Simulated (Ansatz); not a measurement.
hcp Ru was calculated with BLYP in Ansatz (PAW).

Settings: plane-wave cutoff 520 eV, 18×18×12 k mesh (along the axes of the cell as run), Fermi–Dirac smearing 0.1 eV, perturbation theory, no spin polarisation, scalar-relativistic PAW data made under PBE.

Computed at the level's own relaxed cell.

Harmonic phonon frequencies (cm⁻¹; i marks an imaginary mode):

```
q point              frequencies
-------  -----------------------
Γ                              ?
M        116 150 157 178 184 188
K                              ?
A        125 125 125 125 191 191
```

Question: What belongs in the gaps?

Answer: 
- Γ, frequencies: 0 0 0 178 178 229
- K, frequencies: 155 155 176 176 178 229

No imaginary mode appears at these points.

Ansatz is a quantum-chemistry and plane-wave program.
